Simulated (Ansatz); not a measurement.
Input file:

```yaml
crystal:
  periodic: [false, false, false]
  atoms:
    - {symbol: Si, position_ang: [0.000000, 0.030957, 0.632254]}
    - {symbol: O, position_ang: [0.000000, -0.098798, -1.012863]}
    - {symbol: H, position_ang: [0.000000, 0.705682, -1.539731]}
basis:
  gaussian: {orbitals: cc-pVDZ}
total_charge: 1
magnetization: {spin_polarized: true, initial_magnetization: 2}
correlation: {method: ccsdtq, electrons: outside_noble_gas}
```

```sh
$ ansatz run in.yaml --threads 2 --pin off --events-out ev --progress --plain --max-ram 15360MiB --backend cuda --devices 0, --max-vram 18GiB
```

**Question.** Roughly how long does this take on 2 threads of AMD EPYC 7R13 with a shared H100 80 GB, shared host, and how much host memory?

**Answer.** 65 s wall and 0.86 GiB.

```
654 factors; integrals over basis functions are off by at most 1.7e-7 eV
mean field evaluation 1: about -9896.0027 eV, gradient 4.6e1 eV
mean field evaluation 2: about -9896.0536 eV, gradient 4.6e1 eV
mean field evaluation 4: about -9904.5716 eV, gradient 3.6e0 eV
mean field evaluation 8: about -9904.7517 eV, gradient 2.2e-1 eV
mean field evaluation 16: about -9904.7541 eV, gradient 1.5e-6 eV
mean field evaluation 32: about -9903.2052 eV, gradient 3.0e0 eV
mean field evaluation 64: about -9904.5710 eV, gradient 1.1e0 eV
mean field evaluation 96: about -9903.2052 eV, gradient 3.0e0 eV
mean field evaluation 128: about -9895.2071 eV, gradient 2.0e1 eV
mean field evaluation 160: about -9899.4966 eV, gradient 2.5e1 eV
...
cycle  21  -6.78285471 eV  change    1.3e-5 eV  update   2.1e-5
cycle  22  -6.78285072 eV  change    4.0e-6 eV  update   1.7e-5
cycle  23  -6.78285759 eV  change   -6.9e-6 eV  update   7.2e-6
cycle  24  -6.78285968 eV  change   -2.1e-6 eV  update   5.5e-6
cycle  25  -6.78285807 eV  change    1.6e-6 eV  update   4.4e-6
cycle  26  -6.78285793 eV  change    1.4e-7 eV  update   2.2e-6
cycle  27  -6.78285711 eV  change    8.2e-7 eV  update   1.5e-6
cycle  28  -6.78285494 eV  change    2.2e-6 eV  update   1.3e-6
cycle  29  -6.78285462 eV  change    3.2e-7 eV  update   1.3e-6
cycle  30  -6.78285483 eV  change   -2.1e-7 eV  update   7.8e-7
Total energy: -9911.53697619 eV, -364.2422655940 hartree
```
